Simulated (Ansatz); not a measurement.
**Nudged elastic band run: AlClFH3**

Input file:

```yaml
crystal:
  periodic: [false, false, false]
  atoms:
    - { symbol: Al, position_ang: [0.006247, -0.017335, 0.024729] }
    - { symbol: F, position_ang: [0.009719, 0.224594, 1.723216] }
    - { symbol: H, position_ang: [1.409533, 0.151736, -0.678185] }
    - { symbol: H, position_ang: [-1.413073, 0.069657, -0.660729] }
    - { symbol: Cl, position_ang: [0.08353, -2.474061, 0.920948] }
    - { symbol: H, position_ang: [0.062844, -1.555392, 1.870221] }
basis:
  gaussian: { orbitals: def2-SVP }
hamiltonian:
  xc: r2scan
neb:
  order_check: false
  images: 7
  f_tol: 0.05
  max_iterations: 10
  final_atoms:
    - { symbol: Al, position_ang: [0.01583194, -0.38326301, -0.11247024] }
    - { symbol: F, position_ang: [0.01809483, -0.03057273, 1.86713026] }
    - { symbol: H, position_ang: [1.40595912, 0.17695064, -0.60306713] }
    - { symbol: H, position_ang: [-1.41015726, 0.09531715, -0.58631647] }
    - { symbol: Cl, position_ang: [0.08111899, -2.46666807, 0.61365182] }
    - { symbol: H, position_ang: [0.04795238, -0.99256498, 2.02127177] }
  initial_path:
    images:
      - { positions_ang: [[0.006247, -0.017335, 0.024729], [0.009719, 0.224594, 1.723216], [1.409533, 0.151736, -0.678185], [-1.413073, 0.069657, -0.660729], [0.08353, -2.474061, 0.920948], [0.062844, -1.555392, 1.870221]] }
      - { positions_ang: [[0.00378412, -0.01075405, 0.02116775], [0.00749353, 0.16190327, 1.80495606], [1.39357235, 0.12080042, -0.70169653], [-1.39887494, 0.05646005, -0.68718813], [0.09107517, -2.45618287, 0.88235674], [0.06174977, -1.47302781, 1.88060411]] }
      - { positions_ang: [[0.00132123, -0.00417311, 0.01760651], [0.00526806, 0.09921254, 1.88669612], [1.37761171, 0.08986483, -0.72520805], [-1.38467687, 0.0432631, -0.71364726], [0.09862035, -2.43830474, 0.84376548], [0.06065553, -1.39066362, 1.89098721]] }
      - { positions_ang: [[-0.00114165, 0.00240784, 0.01404526], [0.00304259, 0.0365218, 1.96843618], [1.36165106, 0.05892925, -0.74871958], [-1.37047881, 0.03006616, -0.74010639], [0.10616552, -2.42042661, 0.80517422], [0.0595613, -1.30829943, 1.90137032]] }
      - { positions_ang: [[-0.00360454, 0.00898878, 0.01048401], [0.00081711, -0.02616893, 2.05017624], [1.34569041, 0.02799366, -0.77223111], [-1.35628075, 0.01686921, -0.76656552], [0.1137107, -2.40254848, 0.76658296], [0.05846706, -1.22593524, 1.91175342]] }
      - { positions_ang: [[0.00125458, -0.08907417, -0.02025455], [0.00513654, -0.02726988, 2.00441474], [1.36075759, 0.06523291, -0.72994011], [-1.36974988, 0.03648119, -0.72150326], [0.10556277, -2.41857838, 0.72835017], [0.05583839, -1.16759268, 1.93913301]] }
      - { positions_ang: [[0.0061137, -0.18713711, -0.05099311], [0.00945597, -0.02837083, 1.95865325], [1.37582477, 0.10247215, -0.68764912], [-1.383219, 0.05609318, -0.676441], [0.09741484, -2.43460827, 0.69011739], [0.05320972, -1.10925011, 1.96651259]] }
      - { positions_ang: [[0.01097282, -0.28520006, -0.08173168], [0.0137754, -0.02947178, 1.91289175], [1.39089194, 0.1397114, -0.64535813], [-1.39668813, 0.07570516, -0.63137874], [0.08926691, -2.45063817, 0.65188461], [0.05058105, -1.05090755, 1.99389218]] }
      - { positions_ang: [[0.01583194, -0.38326301, -0.11247024], [0.01809483, -0.03057273, 1.86713026], [1.40595912, 0.17695064, -0.60306713], [-1.41015726, 0.09531715, -0.58631647], [0.08111899, -2.46666807, 0.61365182], [0.04795238, -0.99256498, 2.02127177]] }
```

Command:

```bash
$ ansatz run input.yaml --threads 1 --pin off --max-ram 2048MiB --backend cpu --events-out ev --progress --plain --runs-dir out
```

Output, in part (warnings, iteration lines, the closing report on the highest movable image, with atoms numbered from 0):

```
NEB end point (image 0): max|allowed force component| = 6.303e-3 eV/Å (the criterion of neb.relax_end_points is 1.000e-2)
NEB end point (image 8): max|allowed force component| = 2.027e-2 eV/Å (the criterion of neb.relax_end_points is 1.000e-2)
NEB iter   1: max|band force component| = 2.093e0 eV/Å  barrier→ = 0.6789 eV  barrier← = 0.7903 eV  Δτ_max = 0.1951 Å  (222 SCF iters)
NEB iter   2: max|band force component| = 1.187e0 eV/Å  barrier→ = 0.0994 eV  barrier← = 0.2109 eV  Δτ_max = 0.0947 Å  (192 SCF iters)
NEB iter   3: max|band force component| = 4.692e-1 eV/Å  barrier→ = 0.0507 eV  barrier← = 0.1621 eV  CI = image 3  Δτ_max = 0.0714 Å  (191 SCF iters)
NEB iter   4: max|band force component| = 1.293e-1 eV/Å  barrier→ = 0.0329 eV  barrier← = 0.1444 eV  CI = image 3  Δτ_max = 0.0242 Å  (192 SCF iters)
NEB iter   5: max|band force component| = 4.967e-2 eV/Å  barrier→ = 0.0320 eV  barrier← = 0.1434 eV  CI = image 3  Δτ_max = 0.0000 Å  (372 SCF iters)
Total energy: -21876.29049668 eV, -803.9388474705 hartree
Atom 0 at     0.010346    -0.163429     0.000621 Å, force    -0.002694    -0.014343     0.023460 eV/Å
Atom 1 at     0.014363     0.041943     1.785806 Å, force     0.005450     0.010556    -0.020080 eV/Å
Atom 2 at     1.415464     0.152382    -0.637072 Å, force     0.002237     0.004465    -0.002090 eV/Å
Atom 3 at    -1.417509     0.073613    -0.620685 Å, force    -0.001412     0.002933    -0.002334 eV/Å
Atom 4 at     0.080477    -2.425116     0.889252 Å, force     0.002482     0.027481     0.008995 eV/Å
Atom 5 at     0.055659    -1.280194     1.782278 Å, force    -0.006062    -0.031092    -0.007951 eV/Å
Dipole moment:     0.002259    -0.048544     0.037454 e Å
```

The run converged. Another band between the same ends (7 images) ends at a top of the same energy, where a vibrational analysis finds 1 clearly imaginary mode. The orbitals stay closed-shell, which can raise the energy where a bond breaks towards radicals; this wasn't checked here.

Final band (atoms are numbered from 1 in the order of the input):

```tsv
image	path coordinate (Å)	energy (eV)	Cl5–H6 (Å)	F2–H6 (Å)
0	0.00	0.000	1.32	1.79
1	0.13	0.004	1.34	1.63
2	0.26	0.018	1.38	1.48
3	0.39	0.032	1.45	1.32
4	0.51	0.019	1.54	1.20
5	0.62	-0.025	1.65	1.10
6	0.74	-0.073	1.77	1.04
7	0.85	-0.103	1.90	1.00
8	0.97	-0.111	2.04	0.97
```

Time of the run: 2.2 min on 1 thread of Arm Neoverse V1, on a shared host, peak memory 0.12 GiB.
